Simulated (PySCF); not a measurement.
An unknown is described by computed data only.

Elements present: B, C, H and O. Monoisotopic mass: 42.0277 u.

- UV, first state: lowest singlet excitation: 6.57 eV (189 nm, f = 0.000) [TDDFT CAM-B3LYP/aug-cc-pVTZ]
- XPS: B1s 195.0, C1s 295.7, O1s 541.7 eV [ΔSCF SCAN, pcX-3 on the ionised atom, pcseg-2 elsewhere, spin-free X2C]
- Rotational structure: rotational constants A, B, C: 122.016, 8.848, 8.847 GHz [PBE0-D3(BJ)/def2-TZVP]
- 1H NMR: chemical shifts (computed TMS as zero) by class: 1.39 (3 H) ppm [GIAO B97-2/pcSseg-2]
- UV, strongest line: among the 10 lowest singlet transitions: S4 at 8.39 eV (148 nm, f = 0.595) [TDDFT CAM-B3LYP/aug-cc-pVTZ]
- Polarisability: 33.7 au [CAM-B3LYP/aug-cc-pVTZ]
- Triplet: lowest triplet excitation (Tamm–Dancoff): 5.92 eV [TDA CAM-B3LYP/aug-cc-pVTZ]
- NMR, other nuclei: isotropic shieldings of nuclei other than C and H, by class: 161 (1 B), -25 (1 O) ppm [GIAO B97-2/pcSseg-2]
- 13C NMR: chemical shifts (computed TMS as zero) by class: 194.1 (1 C) ppm [GIAO B97-2/pcSseg-2]
- Dipole: 1.44 D [CAM-B3LYP/aug-cc-pVTZ]

Electronic properties: PySCF, gas phase, density fitting. Levels stand in brackets. Isolated species at its PBE0-D3(BJ)/def2-TZVP geometry, gas phase. Each NMR value is the plain mean over a class of atoms that symmetry, rotation or inversion makes alike.

Task: Which formula fits the mass and the elements?

Result: CH3BO (calculated 42.0277). No other formula that holds each of these elements comes within 0.0003 u with a fitting electron parity and a possible valence count.

Task: Propose a structure and show how it fits.

Result: Numbering: `[BH3-:1][C:2]#[O+:3]`. The one carbon: triply bonded carbon [C2] (194.1 ppm). All hydrogens form one class (1.39 ppm): B–H hydrogen. The other shieldings belong to: 161 ppm, four-coordinate boron [B1]; -25 ppm, oxygen bonded to C [O3]. The core levels belong to: B1s 195.0 eV, four-coordinate boron [B1]; C1s 295.7 eV, triply bonded carbon [C2]; O1s 541.7 eV, oxygen bonded to C [O3]. The hole state at 295.7 eV has ⟨S²⟩ = 0.82 against 0.75, so that value is less sure. The optimised geometry has point group C3v and is a prolate symmetric top (the spread among constants that symmetry makes equal is optimisation noise). Structure: `[BH3-]C#[O+]`. Computed isomers that give other values at the same levels: `C=BO` (CH2BOH) (lowest singlet excitation: 4.31 eV (288 nm, f = 0.000)); `CB=O` (CH3BO) (lowest singlet excitation: 8.31 eV (149 nm, f = 0.000)). The assignments are read from this structure; whether some other isomer fits the data as well wasn't checked.
